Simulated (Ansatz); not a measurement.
# hcp Hf

Level of theory: PBEsol (PAW; Ansatz, an electronic-structure program).

Numerical settings: plane-wave cutoff 500 eV, 12×10×1 k mesh (along the axes of the cell as run), Fermi–Dirac smearing 0.1 eV, scalar-relativistic PAW data made under PBE.

Cell: relaxed at this level.

| Quantity | Result |
|---|---|
| surface energy of the (11-20) face | 2.03 J/m² |
| work function of the (11-20) face | 3.27 eV |

The slab of 16 atoms is relaxed and unreconstructed.

Spin–orbit coupling is not included.

Cost on a shared machine: roughly 70 core-minutes.
